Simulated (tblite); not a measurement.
C5H10N (doublet state).
Numbering: `[CH2:1]=[N:2][C:3]([CH3:4])[CH2:5][CH3:6]` (hydrogens: H7, H8 on C1; H9, H10, H11 on C4; H12, H13 on C5; H14, H15, H16 on C6)

The geometry is computed with GFN2-xTB (gas phase). This method treats the open shell by occupation alone, without spin polarisation.

Q: List the bond lengths, angles and torsions at this level.

A: 
```csv
bond,length (Å)
C1=N2,1.296
N2–C3,1.299
C3–C4,1.500
C3–C5,1.495
C5–C6,1.532
C1–H7,1.086
C1–H8,1.076
"C4–H9, C4–H10, C4–H11",1.090
"C5–H12, C5–H13",1.092
"C6–H14, C6–H15, C6–H16",1.087
```

Bonds in one row agree within 0.01 Å and their mean is given. A selection of angles:
```csv
angle,degrees
N2–C1–H7,123.9
N2–C1–H8,117.6
H7–C1–H8,118.3
C1–N2–C3,129.6
N2–C3–C4,123.3
N2–C3–C5,118.0
C4–C3–C5,118.8
C3–C4–H9,110.0
C3–C4–H11,111.0
H9–C4–H10,107.5
H9–C4–H11,108.6
C3–C5–C6,111.7
C3–C5–H12,108.6
C6–C5–H12,109.5
H12–C5–H13,108.6
C5–C6–H14,110.2
C5–C6–H15,110.8
H14–C6–H15,108.5
```

Dihedral angles: C1–N2–C3–C4 19° (synperiplanar); N2–C3–C5–C6 114° (anticlinal). The mirror-image conformer, all signs reversed, is as good.

C3 (carbon bonded to 2 C and N) is planar (angles 123.3°, 118.8° and 118.0°, sum 360.0°, 0.01 Å off the plane of its three neighbours). Of the pairs four or more bonds apart, C1···H10 is among the closest relative to their van der Waals radii: 2.83 Å, 97 % of the sum of Bondi's values. C1 (carbon bonded to N and 2 H) is planar (angles 123.9°, 118.3° and 117.6°, sum 359.8°, 0.03 Å off the plane of its three neighbours). The C–C distances run from 1.495 Å (C3–C5, drawn single) to 1.532 Å (C5–C6, drawn single), a spread of 0.037 Å.

Point group: C1 (no symmetry element, even within 0.4 Å). Its GFN2-xTB frequencies are all real (lowest 56 cm⁻¹).
